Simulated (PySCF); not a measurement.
# PO⁻ (triplet) at other levels of theory

Starting from one script, swap the method and compare what comes out for PO⁻ (triplet).

Method: each script names its method and basis; program: PySCF 2.14.0.

## Step 1: Where the work starts

PO⁻ (triplet): 2 atoms, charge -1, spin multiplicity 3.

Bond lengths: P1–O2 1.765 Å.

## Step 2: The run that the others are compared with

input.py reads:

```python
from pyscf import gto, scf, mp

mol = gto.M(
    atom='P 0 0 0; O 0 0 1.765',
    basis='jorge-dzp',
    charge=-1,
    spin=2,
    verbose=3,
)
mf = scf.UHF(mol)
mf = mf.density_fit(auxbasis='def2-universal-jkfit')
mf.kernel()
mp.MP2(mf, frozen=6).kernel()
mf.dip_moment()
print('orbital energies (hartree):', [e[max(0, n-3):n+3].round(4) for e, n in zip(mf.mo_energy, mol.nelec)])
```

Run with:

```bash
> OMP_NUM_THREADS=1 python input.py
```

The log of this run is left out.

It gives: E(SCF) = -415.563208 Eh, E(MP2) − E(SCF) = -0.29243 Eh, ⟨S²⟩ = 2.038.

The bond length is a typed value, not an optimised one. The dipole of an ion depends on the origin. The triplet is typed in the script; nothing here shows that it is the ground state.

## Step 3: SCF alone

Run 1 changes step after the SCF: mp2 → none.

input.py reads:

```python
from pyscf import gto, scf

mol = gto.M(
    atom='P 0 0 0; O 0 0 1.765',
    basis='jorge-dzp',
    charge=-1,
    spin=2,
    verbose=3,
)
mf = scf.UHF(mol)
mf = mf.density_fit(auxbasis='def2-universal-jkfit')
mf.kernel()
mf.dip_moment()
print('orbital energies (hartree):', [e[max(0, n-3):n+3].round(4) for e, n in zip(mf.mo_energy, mol.nelec)])
```

Run with:

```bash
> OMP_NUM_THREADS=1 python input.py
```

## Step 4: ROHF

Run 2 changes SCF type: UHF → ROHF.

input.py reads:

```python
from pyscf import gto, scf, mp

mol = gto.M(
    atom='P 0 0 0; O 0 0 1.765',
    basis='jorge-dzp',
    charge=-1,
    spin=2,
    verbose=3,
)
mf = scf.ROHF(mol)
mf = mf.density_fit(auxbasis='def2-universal-jkfit')
mf.kernel()
mp.MP2(mf, frozen=6).kernel()
mf.dip_moment()
print('orbital energies (hartree):', mf.mo_energy[..., max(0, mol.nelec[1]-3):mol.nelec[0]+3].round(4))
```

## Step 5: M062x (UKS)

Run 3 changes functional: none (Hartree–Fock) → m062x; SCF type: UHF → UKS; step after the SCF: mp2 → analyze.

input.py reads:

```python
from pyscf import gto, dft

mol = gto.M(
    atom='P 0 0 0; O 0 0 1.765',
    basis='jorge-dzp',
    charge=-1,
    spin=2,
    verbose=3,
)
mf = dft.UKS(mol, xc='m062x')
mf = mf.density_fit(auxbasis='def2-universal-jkfit')
mf.kernel()
mf.analyze()
print('orbital energies (hartree):', [e[max(0, n-3):n+3].round(4) for e, n in zip(mf.mo_energy, mol.nelec)])
```

Q: Predict the outcome of this session. Wanted: for each run, E(SCF); from base; gap, α spin; after the SCF.

**Answer**, as computed:

```csv
run,E(SCF) (hartree),from base (eV),"gap, α spin (eV)",after the SCF
base,-415.563208,0,13.12,"MP2 correlation -7.958 eV, core frozen"
SCF alone,-415.563208,0.0000,13.12,n/a
ROHF,-415.554453,+0.2382,n/a,"MP2 correlation -8.113 eV, core frozen"
m062x (UKS),-416.504290,not comparable,8.08,n/a
```

Total energies of different functionals can't be compared with each other; differences within one functional can. The dearest run is “m062x (UKS)”, at 3.3 s against 0.83 s.
